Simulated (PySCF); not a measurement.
Start geometry of `[H]/N=C\CC=O` from GFN2-xTB (Å):
```
atom  x, y, z in Å
N1     1.9379    0.7093    0.2966
C2     0.7922    0.3512    0.6357
C3    -0.1348   -0.5947   -0.0891
C4    -1.4270    0.1027   -0.4071
O5    -1.8719    0.2511   -1.5082
H6     2.2870    0.3193   -0.5779
H7     0.4039    0.7639    1.5627
H8    -0.3555   -1.4268    0.5845
H9     0.3242   -0.9698   -1.0065
H10   -1.9472    0.4985    0.4867
```

Q: What comes out of this run: PBE0-D3(BJ)/def2-SVP geometry optimisation, gas phase (PySCF)?

A: 
```
atom  x, y, z in Å
N1     1.9487    0.8154    0.1451
C2     0.7837    0.4531    0.4777
C3    -0.1430   -0.4629   -0.2763
C4    -1.4737    0.1815   -0.5838
O5    -1.9703    0.2118   -1.6747
H6     2.2128    0.3948   -0.7542
H7     0.3832    0.8497    1.4288
H8    -0.3587   -1.3362    0.3695
H9     0.3052   -0.8218   -1.2150
H10   -1.9887    0.6432    0.3000
```

The energy falls by 0.054 eV over 6 energy and gradient evaluations, the largest force component goes from 0.0247 to 1.9e-04 Eh/bohr, and the atoms move by 0.063 Å rms after alignment. The bond that changes most is C2–H7 (imine carbon to hydrogen on a C=N carbon), which lengthens by 0.019 Å. Bonds longer at the end by more than 0.005 Å: 7 of 9; shorter: 0. Among the angles that change most is C2–N1–H6, from 116.0° to 110.5°. Rotational constants go from 16530, 2653, 2559 to 17819, 2534, 2470 MHz. The orientation of the end geometry is arbitrary; only internal coordinates are fixed.

The run used 95 basis functions and 41 SCF cycles in all. Hardware: an Arm Neoverse V2 with one thread, no GPU, on a shared host. Cost: 16 s of wall time.

Whether it is a minimum is left open (no frequencies). One conformer, not necessarily the lowest.
